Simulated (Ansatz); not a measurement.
**CHF: small, medium and large basis sets**

An exercise on one series of results from a longer session: the logs are not shown, and one member is left open.

Computed with Ansatz 0.2.0, Gaussian basis. Level: one geometry, several basis sets.

Plan: PBE0-D4/def2-SVP; ωB97M-V/def2-SVP; PBE0-D4/def2-QZVPP; ωB97M-V/def2-QZVPP; CCSD(T)/cc-pV(D+d)Z; CCSD(T)/cc-pV(T+d)Z; CCSD(T)/cc-pV(Q+d)Z; the functionals' def2-TZVPP values are taken from earlier runs.

## Structure used throughout

The geometry comes from an earlier relaxation with PBE0-D4 in a triple-zeta def2 set; it is a stationary point.

SMILES `[CH]F`, 3 atoms, charge 0, spin multiplicity 1.

Atoms are counted from 1 here; the program's logs count them from 0.

Bond lengths: C1–F2 1.301 Å, C1–H3 1.126 Å. Angles: F2–C1–H3 102.3°.

Coordinates:

```csv
atom,x (Å),y (Å),z (Å)
C1,-0.13066,-0.47758,-0.11967
F2,0.88726,0.05320,0.49153
H3,-0.75659,0.42438,-0.37186
```

The first run:

Input file in.yaml:

```yaml
crystal:
  periodic: [false, false, false]
  atoms:
    - {symbol: C, position_ang: [-0.130661, -0.477576, -0.119674]}
    - {symbol: F, position_ang: [0.887258, 0.053197, 0.491535]}
    - {symbol: H, position_ang: [-0.756587, 0.424379, -0.371861]}
basis:
  gaussian: {orbitals: def2-SVP}
hamiltonian: {xc: pbe0, dispersion: d4}
output: {orbitals: {seedname: orbitals}}
```

Launch:

```
ansatz run in.yaml --threads 2 --pin off --events-out ev --progress --plain --max-ram 32768MiB --backend cpu
```

Steps of the session up to this table: PBE0-D4 in def2-SVP; ωB97M-V in def2-SVP; PBE0-D4 in def2-QZVPP; ωB97M-V in def2-QZVPP.

One table of the session follows, with a row left open; its other results are not shown here.

```
functional       basis  HOMO (eV)  LUMO (eV)
   PBE0-D4    def2-SVP      -7.01      -2.59
   PBE0-D4  def2-TZVPP      -7.23      -2.76
   PBE0-D4  def2-QZVPP          ?          ?
   ωB97M-V    def2-SVP      -9.40      -0.02
   ωB97M-V  def2-TZVPP      -9.67      -0.31
   ωB97M-V  def2-QZVPP      -9.69      -0.38
```

Estimate the missing values for PBE0-D4, def2-QZVPP.

The run gave: HOMO (eV): -7.26; LUMO (eV): -2.80. In the column «HOMO (eV)» it lies between ωB97M-V, def2-SVP (-9.40) and PBE0-D4, def2-TZVPP (-7.23).
